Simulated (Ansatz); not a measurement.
# BN+ (sextet): the correlation ladder, def2-TZVPP

One table from this session's results is given with a row withheld; the runs are named, their logs left out.

Program: Ansatz 0.2.0, Gaussian basis. Level of theory: def2-TZVPP, core rule «outside noble gas», up to 2 orbitals frozen. These are calculated values, not measurements.

To be run: UHF; ROHF; CCSD(T) on UHF.

**What is computed**

The geometry is a PBE0/def2-TZVP stationary point (not a proven minimum) of the parent state, kept for this charge and spin.

2 atoms, charge 1, spin multiplicity 6.

Atoms are counted from 1 here; the program's logs count them from 0.

Bond lengths: B1–N2 1.435 Å.

The first run:

The input, in.yaml:

```yaml
crystal:
  periodic: [false, false, false]
  atoms:
    - {symbol: B, position_ang: [0.000000, 0.000000, 0.000000]}
    - {symbol: N, position_ang: [0.000000, 0.000000, 1.435100]}
basis:
  gaussian: {orbitals: def2-TZVPP}
total_charge: 1
magnetization: {spin_polarized: true, initial_magnetization: 5}
hamiltonian: {xc: hf}
output: {orbitals: {seedname: orbitals}}
```

On the command line:

```sh
> ansatz run in.yaml --threads 1 --pin off --events-out ev --progress --plain --max-ram 4096MiB --backend cpu
```

Among the steps run: UHF; ROHF; CCSD(T) on UHF.

One of the session's tables, all rows but one given; the rest of the session is left out.

```
  method  from UCCSD(T) (kcal/mol)
    ROHF                         ?
     UHF                    +78.10
    UMP2                    +13.88
   UCCSD                     +1.81
UCCSD(T)                         0
```

**Question.** Estimate the row for ROHF.

**Answer.** from UCCSD(T) (kcal/mol): +79.64. In the column «from UCCSD(T) (kcal/mol)» it is the highest.
